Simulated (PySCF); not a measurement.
Species: ethyl methyl sulfide, C₃H₈S.
SMILES with atom numbers: `[CH3:1][CH2:2][S:3][CH3:4]` (hydrogens: H5, H6, H7 on C1; H8, H9 on C2; H10, H11, H12 on C4)

Structure used (GFN2-xTB), in Å, numbered top down from 1:
```xyz
12
C3H8S angstrom
C     -1.509   -0.346    0.308
C     -0.593    0.751   -0.200
S      1.008    0.118   -0.807
C      1.807   -0.293    0.770
H     -2.475    0.074    0.579
H     -1.658   -1.097   -0.465
H     -1.088   -0.831    1.186
H     -0.382    1.489    0.575
H     -1.032    1.255   -1.061
H      1.281   -1.110    1.255
H      2.821   -0.598    0.534
H      1.823    0.588    1.406
```

Method: PBE0/def2-SVPD in PySCF (dipole) on a GFN2-xTB geometry, gas phase.

Take the most abundant isotopes and a rigid rotor. The values belong to one conformer with, in the numbering `[CH3:1][CH2:2][S:3][CH3:4]`, C1–C2–S3–C4 -74°.

(1) What are A, B and C (MHz)?

(2) Classify the top.

(3) Is it planar, by Δ = Ic − Ia − Ib?

(4) Give the other two planar moments, Paa and Pbb, and the rms extents of the mass along the axes.

(5) List the rotational levels J(Ka,Kc) to J = 4 (K).

(6) Which types of transition are allowed, and where do some lines up to J = 4 fall?

(7) Estimate the classical rotational partition function at 25 K, 298.15 K and 500 K.

## Answers

(1) Ia = 51.82, Ib = 130.05, Ic = 157.24 u·Å²; 505379 MHz·u·Å²/I gives A = 9752, B = 3886, C = 3214 MHz.

(2) An asymmetric top: κ = (2 × 3886 − 9752 − 3214)/(9752 − 3214) = -0.79.

(3) Not planar: Δ = Ic − Ia − Ib = -24.64 u·Å². For a rigid frame Δ = −2 Σ m c², so Σ m c² = 12.32 u·Å² lies off the ab plane: 6.37 from hydrogen and 5.95 from heavier atoms. The atom farthest from that plane is 1.55 Å away.

(4) Paa = Σ m a² = (Ib + Ic − Ia)/2 = 117.73 and Pbb = Σ m b² = (Ia + Ic − Ib)/2 = 39.51 u·Å². With the mass M = 76.03 u, the rms extents √(P/M) along a, b and c are 1.24, 0.72, 0.40 Å.

(5) Above 0(0,0), as E/k:
J = 1: 1(0,1) 0.341, 1(1,1) 0.622, 1(1,0) 0.655
J = 2: 2(0,2) 1.020, 2(1,2) 1.272, 2(1,1) 1.368, 2(2,1) 2.213, 2(2,0) 2.215
J = 3: 3(0,3) 2.032, 3(1,3) 2.244, 3(1,2) 2.437, 3(2,2) 3.235, 3(2,1) 3.248, 3(3,1) 4.725, 3(3,0) 4.725
J = 4: 4(0,4) 3.369, 4(1,4) 3.537, 4(1,3) 3.859, 4(2,3) 4.596, 4(2,2) 4.634, 4(3,2) 6.093, 4(3,1) 6.094, 4(4,1) 8.172, 4(4,0) 8.172
Those of J = 1 are B + C, A + C and A + B.

(6) The dipole components are |μa| = 0.81 D, |μb| = 1.40 D, |μc| = 0.73 D. The squared components, which scale the intensities, stand as 0.34 : 1.00 : 0.28 (a : b : c). Some lines, for components of 0.1 D or more:

| type | branch | J(Ka,Kc) | MHz | lower level (cm⁻¹) |
| --- | --- | --- | --- | --- |
| a | Q | 4(2,2) ← 4(2,3) | 794 | 3.194 |
| c | Q | 3(1,3) ← 3(0,3) | 4423 | 1.412 |
| b | Q | 4(1,3) ← 4(0,4) | 10202 | 2.342 |
| b | R | 1(1,1) ← 0(0,0) | 12966 | 0.000 |
| b | Q | 4(2,2) ← 4(1,3) | 16151 | 2.682 |
| b | Q | 3(2,1) ← 3(1,2) | 16895 | 1.694 |
| c | Q | 2(2,1) ← 2(1,1) | 17598 | 0.951 |
| b | Q | 2(2,1) ← 2(1,2) | 19613 | 0.884 |
| b | Q | 3(2,2) ← 3(1,3) | 20654 | 1.560 |
| a | R | 3(2,2) ← 2(2,1) | 21300 | 1.538 |
| c | R | 2(1,1) ← 1(0,1) | 21410 | 0.237 |
| b | R | 4(0,4) ← 3(1,3) | 23452 | 1.560 |
| c | R | 3(1,2) ← 2(0,2) | 29536 | 0.709 |
| b | Q | 4(3,2) ← 4(2,3) | 31185 | 3.194 |
| c | R | 3(2,1) ← 2(1,1) | 39168 | 0.951 |
| b | R | 3(2,1) ← 2(1,2) | 41183 | 0.884 |
| b | R | 4(2,3) ← 3(1,2) | 44983 | 1.694 |
| c | R | 4(2,2) ← 3(1,2) | 45777 | 1.694 |
| c | R | 3(3,0) ← 2(2,0) | 52290 | 1.540 |
| b | R | 4(3,1) ← 3(2,2) | 59562 | 2.248 |
| c | R | 4(4,0) ← 3(3,0) | 71819 | 3.284 |
| c | R | 4(4,1) ← 3(3,1) | 71822 | 3.284 |

(7) Point group C1, symmetry number σ = 1; q = (√π/σ)·√((kT/h)³/(ABC)), k/h = 20836.6 MHz/K: 1910 at 25 K, 78600 at 298.15 K, 171000 at 500 K.

GFN2-xTB frequencies: not computed here. Constants of a rigid frame at the computed geometry: no zero-point averaging, no centrifugal distortion. A rigid rotor knows nothing of internal rotation, which can split or shift real lines.

On one thread of an Arm Neoverse V2, on a shared host, this took 12 s. This is the PBE0/def2-SVPD job that gave the dipole, with the excitations it also computed.
